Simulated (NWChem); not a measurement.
# ethane (C₂H₆); SMILES CC

Computed with NWChem. Pople sets run with spherical d functions. Structure relaxed at the PBE0-D3(BJ)/def2-TZVP level. Level PBE/6-31G*: energy and gradient on several grids; changes count from the extra-fine grid, which is no exact limit either.

### Question
Which is the coarsest grid (coarse; medium; fine; xfine; xcoarse) from which on the energy stays within 50 μHa and each gradient component within 100 μHa/bohr of xfine?

### Answer
coarse.
```json
[
 {"grid": "xcoarse", "size of the energy change (μHa)": "800", "largest change of a gradient component (μHa/bohr)": "1000"},
 {"grid": "coarse", "size of the energy change (μHa)": "< 10", "largest change of a gradient component (μHa/bohr)": "< 30"},
 {"grid": "medium", "size of the energy change (μHa)": "< 10", "largest change of a gradient component (μHa/bohr)": "< 30"},
 {"grid": "fine", "size of the energy change (μHa)": "< 10", "largest change of a gradient component (μHa/bohr)": "< 30"},
 {"grid": "xfine", "size of the energy change (μHa)": "< 10", "largest change of a gradient component (μHa/bohr)": "< 30"}
]
```
